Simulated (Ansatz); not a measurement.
System: NO, net charge 0, doublet state. 
Structure (B3LYP-D3(BJ)/def2-TZVP (Ansatz, an electronic-structure program) minimum search):
SMILES: [N]=O
```xyz
2

N      0.0000     0.0000    -0.6106
O      0.0000     0.0000     0.5343
```
Charge 0, spin multiplicity 2.

Basis-set convergence of Hartree-Fock and CCSD correlation energies (hartree) with Ansatz. Cores are frozen in the correlated levels unless marked. UHF or UKS for open shells. No spin-orbit coupling. No relativistic terms.

```json
[
 {"basis": "aug-cc-pVDZ", "functions": "46", "E(HF)": "-129.27057", "E(corr, CCSD)": "-0.34049"},
 {"basis": "aug-cc-pVTZ", "functions": "92", "E(HF)": "-129.29919", "E(corr, CCSD)": "-0.40753"},
 {"basis": "aug-cc-pVQZ", "functions": "160", "E(HF)": "-129.30778", "E(corr, CCSD)": "-0.42964"}
]
```

Extrapolating the two largest sets (X = 3 and 4) as X^-3: E(corr) = (64·(-0.42964) - 27·(-0.40753))/37 = -0.4458 Eh, an estimate of the basis-set limit. The largest set recovers 96.4 % of it, the smallest 76.4 %.
